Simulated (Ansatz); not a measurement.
Born–Oppenheimer molecular dynamics of AlH₇NP (10 atoms, charge 0, multiplicity 1). It starts at the highest image of a converged band, a first-order saddle point between two minima.

Theory: Ansatz, RKS r2SCAN/def2-SVP.

| Item | Value |
| --- | --- |
| ensemble | NVE (velocity Verlet) |
| time step | 0.5 fs |
| steps asked | 200 |
| starting velocities drawn for | 100 K |
| seed | 9621 |

First frame:

```xyz
10
Properties=species:S:1:pos:R:3
Al -0.093 0.226 0.163
N -0.063 -0.244 2.020
H -0.821 -0.814 2.400
H 0.805 -0.576 2.445
H 1.354 0.214 -0.502
H -1.437 -0.223 -0.564
P -0.470 2.482 1.165
H -1.698 3.181 1.244
H 0.474 3.530 1.290
H -0.301 1.272 2.219
```

Question: How far do the bonds stretch over the last three quarters of this one trajectory? (Pairs bonded in most of those frames.)

Answer: 
| bond | mean (Å) | spread (Å) | shortest | longest |
| --- | --- | --- | --- | --- |
| Al1–N2 | 2.181 | 0.122 | 1.97 | 2.32 |
| Al1–H5 | 1.611 | 0.018 | 1.58 | 1.64 |
| Al1–H6 | 1.608 | 0.008 | 1.60 | 1.63 |
| Al1–P7 | 2.390 | 0.065 | 2.31 | 2.52 |
| N2–H3 | 1.026 | 0.024 | 0.97 | 1.07 |
| N2–H4 | 1.029 | 0.033 | 0.96 | 1.10 |
| N2–H10 | 1.044 | 0.079 | 0.92 | 1.16 |
| P7–H8 | 1.434 | 0.008 | 1.42 | 1.45 |
| P7–H9 | 1.434 | 0.013 | 1.41 | 1.46 |

Mean temperature of the second half: 737 K. The conserved energy stayed within 0.63 meV per atom of its start (net change 0.024 meV per atom), so the integration is sound. The kinetic energy rose, since the run started high on the potential surface and went downhill. A run of 0.1 ps of so small a system gives no equilibrium averages. The orbitals stay closed-shell, which can raise the energy where a bond breaks towards radicals; this wasn't checked here.

Run time: 7.1 min on 2 threads of Arm Neoverse V2 (shared host), peak memory 0.13 GiB.
